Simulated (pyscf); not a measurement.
## Routes from germylene (GeH₂) [singlet] + hydrogen chloride (HCl)

Candidate steps break at most two bonds and form at most two. Each was searched with GFN2-xTB (tblite) first. PySCF, gas phase, ωB97X-D3(BJ)/def2-SVP geometries. Energies: ωB97M-D3(BJ)/def2-TZVP, eV, from the separated reactants, singlet surface; ΔG‡ with ideal gas, 1 atm, RRHO with modes under 100 cm⁻¹ raised to 100, one conformer, R ln 2 for chiral ones without a mode under 150 cm⁻¹.

| products | type | ΔE‡ | ΔE | ΔG‡ 298 K | ΔG‡ 900 K | ν‡ (cm⁻¹) |
|---|---|---|---|---|---|---|
| Cl–GeH: [singlet] + H₂ | four-centre exchange | -0.05 | -1.10 | 0.33 | 1.14 | 1016i |
| Cl–GeH₃ | insertion | 0.21 | -2.37 | 0.59 | 1.41 | 1064i |

Row 1: On the reactant side the descent ends in a bound adduct, 0.40 eV under the separated species and 0.26 eV under the saddle at ωB97X-D3(BJ)/def2-TZVP. Row 2: On the reactant side the descent ends in a bound adduct, 0.39 eV under the separated species and 0.47 eV under the saddle at ωB97X-D3(BJ)/def2-TZVP. 

Plain bond fissions and candidates not yet searched are not listed, and one of them may be faster. Each barrier is that of the saddle found; lower ones may exist. Elements up to Kr have no core potential and no relativistic terms here.
